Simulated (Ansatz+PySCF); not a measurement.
Results of a calculation; reference values are marked as such.
# Several solutions for triplet C₄H₆

```xyz
10

C     0.0000    0.0000    0.0000
C     1.3012    0.0000    0.0000
C    -0.6506    1.1268    0.0000
C    -0.6506   -1.1268    0.0000
H     1.8184   -0.8614    0.0000
H     1.8184    0.8614    0.0000
H    -1.6552    1.1441    0.0000
H    -0.1633    2.0055    0.0000
H    -1.6552   -1.1441    0.0000
H    -0.1633   -2.0055    0.0000
```

Basis set: def2-SVP (spherical functions). Charge 0, multiplicity 3.

CASSCF(4,4) was run from several starts with Ansatz (development build ahead of 0.2.0) and PySCF 2.14.0. The starts are those of the Hartree–Fock orbitals from which the active space was taken at the frontier.

```
run  program                        start  converged  energy (hartree)  <S²>
  A   Ansatz  search for the lowest state        yes        -154.71925  2.00
  B    PySCF             program defaults        yes        -154.68738  2.00
  C   Ansatz      atomic start, no search        yes        -154.71925  2.00
  D   Ansatz      stability test followed        yes        -154.71925  2.00
```

(1) Which runs reached the lowest solution of this kind, and what is wrong with the others?

Results:

(1) A, C, D reached the lowest solution found. Converged but too high: B by 0.87 eV. Convergence only shows a stationary point; in CASSCF the end hangs on which orbitals enter the active space. Caution: other starts end on other solutions of this active space.
